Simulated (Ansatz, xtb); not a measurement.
Two isomers of C3H7FO

Structure I: `C[C@H](F)CO`, a singlet. Structure II: `C[C@H](O)CF`, a singlet. Both are isolated molecules in the gas phase, relaxed with PBE0-D3(BJ)/def2-SVP, each in the lowest conformer that the search found.

Quicker runs give these differences E(II) − E(I): GFN2-xTB +0.32 kcal/mol; HF/STO-3G +0.69 kcal/mol (at GFN2-xTB geometries); r2SCAN-D4/def2-SVP +1.50 kcal/mol (at GFN2-xTB geometries).

Q: Estimate E(II) − E(I) at the level CCSD(T)/def2-SVP + ΔMP2/def2-TZVPP.

A: Too close to call at this level: CCSD(T)/def2-SVP + ΔMP2/def2-TZVPP gives E(II) − E(I) = +0.30 kcal/mol.

The same difference at several levels:

```json
{"level": "GFN2-xTB", "geometry": "GFN2-xTB", "E(II) − E(I) (kcal/mol)": "+0.32", "departure from the last row (kcal/mol)": "+0.02", "job, with rough time for the two": "optimisation, 0.15 s"}
{"level": "HF/STO-3G", "geometry": "GFN2-xTB", "E(II) − E(I) (kcal/mol)": "+0.69", "departure from the last row (kcal/mol)": "+0.39", "job, with rough time for the two": "single point, 0.34 s"}
{"level": "r2SCAN-D4/def2-SVP", "geometry": "GFN2-xTB", "E(II) − E(I) (kcal/mol)": "+1.50", "departure from the last row (kcal/mol)": "+1.20", "job, with rough time for the two": "single point, 2.6 s"}
{"level": "PBE0-D3(BJ)/def2-SVP", "geometry": "PBE0-D3(BJ)/def2-SVP", "E(II) − E(I) (kcal/mol)": "+1.01", "departure from the last row (kcal/mol)": "+0.71", "job, with rough time for the two": "optimisation, 23 s"}
{"level": "HF/def2-SVP", "geometry": "PBE0-D3(BJ)/def2-SVP", "E(II) − E(I) (kcal/mol)": "+0.81", "departure from the last row (kcal/mol)": "+0.51", "job, with rough time for the two": "part of the CCSD(T) run"}
{"level": "MP2/def2-SVP", "geometry": "PBE0-D3(BJ)/def2-SVP", "E(II) − E(I) (kcal/mol)": "+0.68", "departure from the last row (kcal/mol)": "+0.38", "job, with rough time for the two": "part of the CCSD(T) run"}
{"level": "CCSD(T)/def2-SVP", "geometry": "PBE0-D3(BJ)/def2-SVP", "E(II) − E(I) (kcal/mol)": "+0.80", "departure from the last row (kcal/mol)": "+0.49", "job, with rough time for the two": "single point"}
{"level": "CCSD(T)/def2-SVP + ΔMP2/def2-TZVPP", "geometry": "PBE0-D3(BJ)/def2-SVP", "E(II) − E(I) (kcal/mol)": "+0.30", "departure from the last row (kcal/mol)": "", "job, with rough time for the two": "single point, 25 s"}
```

As drawn, both hold the same kinds of bond in the same numbers.

The largest departure from CCSD(T)/def2-SVP + ΔMP2/def2-TZVPP is that of r2SCAN-D4/def2-SVP, 1.20 kcal/mol. The last row adds to CCSD(T) the change of the MP2 difference between the two basis sets, here −0.49 kcal/mol.

With harmonic frequencies from PBE0-D3(BJ)/def2-SVP (ideal gas, rigid rotor, one conformer each, 298.15 K, 1 atm): on the last row, ΔE + ΔZPE = +0.28, ΔH = +0.30, ΔG = +0.25 kcal/mol.

The correlated steps freeze 5 core orbitals. Programs: Ansatz 0.2.0, xtb 6.7.1; the last row on 2 threads of Intel(R) Xeon(R) Platinum 8375C CPU @ 2.90GHz (Ice Lake) on a shared host.
